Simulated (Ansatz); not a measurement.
Geometry optimisation, Ansatz, RKS PBE0-D4/STO-3G.

The input (input.yaml):

```yaml
crystal:
  periodic: [false, false, false]
  atoms:
    - { symbol: C, position_ang: [0.9364, -0.1356, 1.4853] }
    - { symbol: C, position_ang: [0.6725, -0.0302, -0.0411] }
    - { symbol: C, position_ang: [1.3207, -1.2339, -0.7142] }
    - { symbol: C, position_ang: [-0.7424, 0.0533, -0.4295] }
    - { symbol: C, position_ang: [-1.542, 1.2341, 0.156] }
    - { symbol: O, position_ang: [-0.9163, 0.1517, -1.8496] }
    - { symbol: H, position_ang: [1.9767, -0.2095, 1.7175] }
    - { symbol: H, position_ang: [0.3826, -0.9156, 1.908] }
    - { symbol: H, position_ang: [0.5557, 0.8458, 2.0043] }
    - { symbol: H, position_ang: [1.1829, 0.8707, -0.4003] }
    - { symbol: H, position_ang: [1.2847, -1.1777, -1.7709] }
    - { symbol: H, position_ang: [0.9042, -2.1653, -0.3663] }
    - { symbol: H, position_ang: [2.3658, -1.2536, -0.4482] }
    - { symbol: H, position_ang: [-1.3494, -0.8686, -0.1031] }
    - { symbol: H, position_ang: [-2.5664, 1.2903, -0.2143] }
    - { symbol: H, position_ang: [-1.5989, 1.2127, 1.2818] }
    - { symbol: H, position_ang: [-1.0328, 2.2056, -0.0999] }
    - { symbol: H, position_ang: [-0.52324, 0.98935, -2.16967] }
basis:
  gaussian: { orbitals: STO-3G }
hamiltonian:
  xc: pbe0
  dispersion: d4
relax:
  f_tol: 0.015
  max_steps: 40
output:
  orbitals: {}
```

Run as:

```bash
$ ansatz run input.yaml --threads 1 --pin off --max-ram 2048MiB --backend cpu --events-out ev --progress --plain --runs-dir out
```

Q: Where does it end, and by what steps?

A: The run converged. Limits of this set-up: minimal basis. After 5 steps the energy has fallen by 0.794 eV; H13 moved furthest, 0.17 Å.

```csv
step,energy less start (eV),largest force component (eV/Å),accepted
0,0.0000,4.842,yes
1,-0.7430,1.047,yes
2,-0.7882,0.182,yes
3,-0.7922,0.082,yes
4,-0.7934,0.031,yes
5,-0.7936,0.006,yes
```

```xyz
18
Properties=species:S:1:pos:R:3
C 0.881 -0.108 1.514
C 0.707 -0.012 -0.019
C 1.372 -1.217 -0.725
C -0.806 0.065 -0.442
C -1.528 1.298 0.173
O -0.952 0.029 -1.893
H 1.942 -0.229 1.766
H 0.335 -0.974 1.910
H 0.512 0.795 2.015
H 1.199 0.912 -0.370
H 1.149 -1.186 -1.799
H 0.980 -2.160 -0.322
H 2.459 -1.203 -0.582
H -1.310 -0.855 -0.083
H -2.550 1.363 -0.222
H -1.584 1.215 1.265
H -0.996 2.225 -0.080
H -0.500 0.905 -2.161
```

Time of the run: 16 s on 1 thread of Intel(R) Xeon(R) 6975P-C (Granite Rapids), with other jobs on the host, peak memory 0.13 GiB.
